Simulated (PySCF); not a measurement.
A structure optimised at PBE-D3(BJ)/def2-TZVPD, used in a PySCF frequency run:

```xyz
2

Li     0.0000     0.0000    -1.3729
Li     0.0000     0.0000     1.3729
```

Task: Write its SMILES, formula and point group.

Result: [Li][Li], Li2, D∞h

Task: What are its rotational constants (standard atomic weights)?

Result: 19.317 GHz (linear rotor, B only)
